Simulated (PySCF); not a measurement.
Isomers of C6H8, mass 80.063 u with the commonest isotopes. Method: PBE0-D3(BJ)/def2-SVP geometry optimisation, gas phase (PySCF 2.14.0). One conformer each, none proved a minimum here; rigid rotors.

Question: Order these by rotational constant A, smallest first.
A. `[CH2:1]=[C:2]=[C:3]([CH3:4])[CH:5]=[CH2:6]` with C2–C3–C5–C6 180°
B. `CC1=CCC=C1`
C. `[CH2:1]=[CH:2][CH:3]=[C:4]=[CH:5][CH3:6]` with C1–C2–C3–C4 180° (1,3,4-hexatriene)
D. `[CH2:1]=[CH:2]/[CH:3]=[CH:4]/[CH:5]=[CH2:6]` with C1–C2–C3–C4 180°, C3–C4–C5–C6 180° (hexatriene)

Answer: A (7022 MHz), B (7943 MHz), C (16545 MHz), D (26496 MHz).

Question: Order these by radius of gyration √(Σ m r²/M), largest first.
A. `CC1=CCC=C1`
B. `[CH2:1]=[CH:2][CH:3]=[C:4]=[CH:5][CH3:6]` with C1–C2–C3–C4 180°
C. `[CH2:1]=[C:2]=[C:3]([CH3:4])[CH:5]=[CH2:6]` with C2–C3–C5–C6 180°
D. `[CH2:1]=[C:2]=[CH:3][CH2:4][CH:5]=[CH2:6]` with C2–C3–C4–C5 117°, C3–C4–C5–C6 117° (1,2,5-hexatriene)

Answer: B (2.211 Å), D (2.159 Å), C (1.900 Å), A (1.641 Å).

Question: Order these by out-of-plane moment Σ m c² = (Ia + Ib − Ic)/2, largest first.
A. `[CH2:1]=[C:2]=[CH:3][CH2:4][CH:5]=[CH2:6]` with C2–C3–C4–C5 117°, C3–C4–C5–C6 117° (1,2,5-hexatriene)
B. `CC1=CCC=C1`
C. `[CH2:1]=[CH:2]/[CH:3]=[CH:4]/[CH:5]=[CH2:6]` with C1–C2–C3–C4 180°, C3–C4–C5–C6 180° (hexatriene)
D. `[CH2:1]=[CH:2][CH:3]=[C:4]=[CH:5][CH3:6]` with C1–C2–C3–C4 180°

Answer: A (12.42 u·Å²), D (11.03 u·Å²), B (3.14 u·Å²), C (0.00 u·Å²).

```json
{"SMILES": "C=CC=C=CC", "point group": "C1", "Ia (u·Å²)": "30.55", "Ib (u·Å²)": "372.02", "Ic (u·Å²)": "380.50", "κ": "-1.00", "μa (D)": "0.73", "μb (D)": "0.13", "μc (D)": "0.00"}
{"SMILES": "CC1=CCC=C1", "point group": "Cs", "Ia (u·Å²)": "63.62", "Ib (u·Å²)": "155.05", "Ic (u·Å²)": "212.40", "κ": "-0.68", "μa (D)": "0.10", "μb (D)": "0.15", "μc (D)": "0.00"}
{"SMILES": "C=C=CCC=C", "point group": "C1", "Ia (u·Å²)": "30.43", "Ib (u·Å²)": "355.21", "Ic (u·Å²)": "360.79", "κ": "-1.00", "μa (D)": "0.01", "μb (D)": "0.03", "μc (D)": "0.13"}
{"SMILES": "C=C/C=C/C=C", "point group": "C2h", "Ia (u·Å²)": "19.07", "Ib (u·Å²)": "378.56", "Ic (u·Å²)": "397.64", "κ": "-0.99", "μa (D)": "0.00", "μb (D)": "0.00", "μc (D)": "0.00"}
{"SMILES": "C=C=C(C)C=C", "point group": "Cs", "Ia (u·Å²)": "71.97", "Ib (u·Å²)": "220.41", "Ic (u·Å²)": "285.67", "κ": "-0.80", "μa (D)": "0.14", "μb (D)": "0.29", "μc (D)": "0.00"}
```
